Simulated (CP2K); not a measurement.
**C2H5F (SMILES CCF): GFN2-xTB**

Aim: the energy change on altering one bond length of C2H5F at GFN2-xTB, from 2 runs. 

Program for the calculation: CP2K 2026.2.

## Step 1: The molecule

The species is C2H5F (8 atoms), meant as a singlet with charge 0. SMILES: `CCF`. The shape is that of a PBE0-D4/def2-TZVP optimisation.

Bond lengths: C1–C2 1.504 Å, C2–F3 1.386 Å, C1–H4 1.093 Å, C1–H5 1.092 Å, C1–H6 1.091 Å, C2–H7 1.094 Å, C2–H8 1.094 Å. Some angles: C1–C2–F3 110.1°, C1–C2–H7 111.6°, C1–C2–H8 111.6°, F3–C2–H7 107.4°, F3–C2–H8 107.4°, C2–C1–H4 109.9°, C2–C1–H5 110.8°, C2–C1–H6 110.8°, H7–C2–H8 108.6°, H4–C1–H5 108.4°.

## Step 2: The energy at GFN2-xTB

File calc.inp:

```
&GLOBAL
  PROJECT_NAME calc
  RUN_TYPE ENERGY
  PRINT_LEVEL MEDIUM
&END GLOBAL
&FORCE_EVAL
  METHOD QS
  &DFT
    CHARGE 0
    MULTIPLICITY 1
    &QS
      METHOD XTB
      EPS_DEFAULT 1.0E-10
      &XTB
        GFN_TYPE TBLITE
        &TBLITE
          METHOD GFN2
        &END TBLITE
        CHECK_ATOMIC_CHARGES F
      &END XTB
    &END QS
    &POISSON
      PERIODIC NONE
      POISSON_SOLVER ANALYTIC
    &END POISSON
    &SCF
      SCF_GUESS ATOMIC
      EPS_SCF 1.0E-07
      MAX_SCF 150
      ADDED_MOS 2
      &DIAGONALIZATION
        ALGORITHM STANDARD
      &END DIAGONALIZATION
      &MIXING
        METHOD DIRECT_P_MIXING
        ALPHA 0.4
      &END MIXING
    &END SCF
    &PRINT
      &MOMENTS
        PERIODIC F
        REFERENCE COM
        MAX_MOMENT 1
      &END MOMENTS
      &MO ON
        ENERGIES T
        OCCUPATION_NUMBERS T
        NDIGITS 6
        &EACH
          QS_SCF 0
        &END EACH
        ADD_LAST NUMERIC
      &END MO
      &HIRSHFELD OFF
      &END HIRSHFELD
    &END PRINT
  &END DFT
  &SUBSYS
    &CELL
      ABC [angstrom] 11.1 10.7 10.3
      PERIODIC NONE
    &END CELL
    &COORD
      SCALED T
      C    0.45122523   0.55478037   0.47555340
      C    0.52420721   0.44580841   0.52362136
      F    0.63996396   0.48437850   0.55430097
      H    0.36003604   0.52398598   0.45147573
      H    0.49179279   0.59511682   0.38858252
      H    0.44504505   0.62731308   0.54976699
      H    0.53191892   0.37268692   0.44980583
      H    0.48504505   0.40497664   0.61141748
    &END COORD
  &END SUBSYS
&END FORCE_EVAL
```

Command:

```bash
$ OMP_NUM_THREADS=1 cp2k.psmp -i calc.inp -o calc.out
```

Log:

```text
CP2K| version string:                                       CP2K version 2026.2
[...]
 GLOBAL| Method name                                                        CP2K
[...]
 GLOBAL| Run type                                                         ENERGY
[...]
                             - Atoms:                                          8
[...]
                             - Spherical basis functions:                     17
[...]
 Number of electrons:                                                         20
[...]
  *** SCF run converged in    11 steps ***
[...]
  Fermi energy:                                                -0.00096393799873
[...]
 TB_DIPOLE| Moment [Debye]         -2.01065240      -0.25877176      -0.57473818
 TB_DIPOLE| Derivative [a.u.]       0.00000000       0.00000000       0.00000000
[...]
 ENERGY| Total FORCE_EVAL ( QS ) energy [hartree]            -11.559965671297007
[...]
```

Run time: 0.26 s. Hardware: 1 thread of Arm Neoverse V1, shared host.

## Step 3: The distorted shape

File mol.inp:

```
&GLOBAL
    PROJECT_NAME mol
    RUN_TYPE ENERGY
    PRINT_LEVEL MEDIUM
&END GLOBAL
&FORCE_EVAL
    METHOD Quickstep
    &DFT
        ! Quickstep
        &QS
            METHOD XTB
            EPS_DEFAULT 1.0E-10
            &XTB
                GFN_TYPE TBLITE
                &TBLITE
                    METHOD GFN2
                &END TBLITE
                CHECK_ATOMIC_CHARGES F
            &END XTB
        &END QS
        ! isolated system
        &POISSON
            PERIODIC NONE
            POISSON_SOLVER ANALYTIC
        &END POISSON
        &SCF
            SCF_GUESS ATOMIC
            EPS_SCF 1.0E-07
            MAX_SCF 150
            ADDED_MOS 2
            &DIAGONALIZATION
                ALGORITHM STANDARD
            &END DIAGONALIZATION
            &MIXING
                METHOD DIRECT_P_MIXING
                ALPHA 0.4
            &END MIXING
        &END SCF
        &PRINT
            &MOMENTS
                PERIODIC F
                REFERENCE COM
                MAX_MOMENT 1
            &END MOMENTS
            &MO ON
                ENERGIES T
                OCCUPATION_NUMBERS T
                NDIGITS 6
                &EACH
                    QS_SCF 0
                &END EACH
                ADD_LAST NUMERIC
            &END MO
            &HIRSHFELD OFF
            &END HIRSHFELD
        &END PRINT
    &END DFT
    ! atoms, cell and kinds
    &SUBSYS
        &CELL
            ABC 11.1 10.7 10.7
            PERIODIC NONE
        &END CELL
        &COORD
            SCALED T
            C    0.45122523   0.55478037   0.49739556
            C    0.52420721   0.44580841   0.54366659
            F    0.63996396   0.48437850   0.57319930
            H    0.36003604   0.52398598   0.47421799
            H    0.51207505   0.61528346   0.37181939
            H    0.44504505   0.62731308   0.56883481
            H    0.53191892   0.37268692   0.47261051
            H    0.48504505   0.40497664   0.62818061
        &END COORD
    &END SUBSYS
&END FORCE_EVAL
```

Command:

```bash
$ OMP_NUM_THREADS=1 cp2k.psmp -i mol.inp -o mol.out
```

Log:

```text
CP2K| version string:                                       CP2K version 2026.2
[...]
 GLOBAL| Method name                                                        CP2K
[...]
 GLOBAL| Run type                                                         ENERGY
[...]
                             - Atoms:                                          8
[...]
                             - Spherical basis functions:                     17
[...]
 Number of electrons:                                                         20
[...]
  *** SCF run converged in    12 steps ***
[...]
  Fermi energy:                                                -0.25852919393592
[...]
 TB_DIPOLE| Moment [Debye]         -2.12214538      -0.54369110      -0.14345212
 TB_DIPOLE| Derivative [a.u.]       0.00000000       0.00000000       0.00000000
[...]
 ENERGY| Total FORCE_EVAL ( QS ) energy [hartree]            -11.489184864827125
[...]
```

Wall time 0.26 s (1 thread of Arm Neoverse V1, shared host).

## Step 4: Results

At GFN2-xTB:

| quantity | value |
| --- | --- |
| first shape: total energy | -11.55997 Eh |
| first shape: dipole moment (from atomic charges alone) | 2.11 D |
| first shape: HOMO energy | -12.05 eV |
| first shape: LUMO energy | 0.87 eV |
| first shape: HOMO–LUMO gap | 12.92 eV |
| first shape: dispersion energy | -5.80 kJ/mol |
| distorted shape: total energy | -11.48918 Eh |
| distorted shape: dipole moment (from atomic charges alone) | 2.20 D |
| distorted shape: HOMO energy | -11.70 eV |
| distorted shape: LUMO energy | -6.14 eV |
| distorted shape: HOMO–LUMO gap | 5.56 eV |
| distorted shape: dispersion energy | -6.87 kJ/mol |
| energy change with the C1–H5 bond stretched from 1.092 to 1.637 Å | 1.926 eV |

**Reading.** One bond (distorted shape) is far stretched, which a spin-restricted single reference describes badly. With the C1–H5 bond stretched from 1.092 to 1.637 Å the energy rises by 1.93 eV (44 kcal/mol). The first shape isn't relaxed at this level, so the change isn't measured from a minimum. A restricted reference can't describe the breaking bond well at this length. The dipole (first shape) comes from point charges on the atoms alone, without atomic dipoles, so it is partial. The dipole (distorted shape) comes from point charges on the atoms alone, without atomic dipoles, so it is partial.
